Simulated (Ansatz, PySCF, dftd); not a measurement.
Species: OCl, charge 0, doublet. OCl (SMILES [O]Cl, doublet).
B3LYP-D3(BJ)/def2-TZVP minimum from Ansatz (a first-principles code):
```xyz
2

Cl     0.0000     0.0000    -0.5055
O      0.0000     0.0000     1.0742
```
Charge 0, spin multiplicity 2.

Quantity: enthalpy of formation at 298 K (by atomisation, with ideal-gas terms from PySCF's Hessian at B3LYP-D3(BJ)/def2-TZVP and the atoms' measured values of the G2/97 table; no spin-orbit terms), in kcal/mol. Radicals and triplets start from unrestricted determinants; spin-orbit coupling is neglected. Cores are frozen in correlated methods. Rows without X2C or -DK are non-relativistic. CBS(X,Y): correlation extrapolated as X^-3, Hartree-Fock from the larger set (Q,5: extrapolated as (X+1)exp(-9√X)). A bracket is a step between two methods taken in the basis named. The functionals are non-relativistic, so their misses hold any scalar relativity. 'core' is core correlation in cc-pwCVTZ (1s frozen past Ne), 'X2C' scalar relativity in cc-pVTZ-DK, both at CCSD(T).

Compared with CCSD(T)/CBS(cc-pV(Q+d)Z,cc-pV(5+d)Z) + [CCSDT(Q) - CCSD(T)]/cc-pV(Q+d)Z + [CCSDTQ - CCSDT(Q)]/cc-pV(D+d)Z + core + X2C (Ansatz): 23.3 kcal/mol.

Costs are rough ratios of core time, to one figure, on one kind of shared machine, summed over the single points of the molecules; atoms, geometries and frequencies are left out. The first row took roughly 1 core seconds; short runs hold start-up time.

```tsv
level	program	cost relative to the first row	difference (kcal/mol)
B3LYP-D4/def2-TZVPD	Ansatz + dftd4	1	-1.0
r2SCAN-D3(BJ)/def2-TZVPD	Ansatz + dftd3	2	-4.9
CCSD(T)/cc-pV(T+d)Z	Ansatz	6	8.4
CCSDT(Q)/cc-pV(D+d)Z	Ansatz	30	21.4
CCSD(T)/CBS(cc-pV(T+d)Z,cc-pV(Q+d)Z)	Ansatz	30	1.8
CCSD(T)/CBS(cc-pV(T+d)Z,cc-pV(Q+d)Z) + core + X2C	Ansatz	100	1.7
CCSDT(Q)/cc-pV(T+d)Z	Ansatz	200	7.6
```

The dearest row costs roughly 200 times the first. Costs within a factor of two don't rank. The table holds for this case alone.
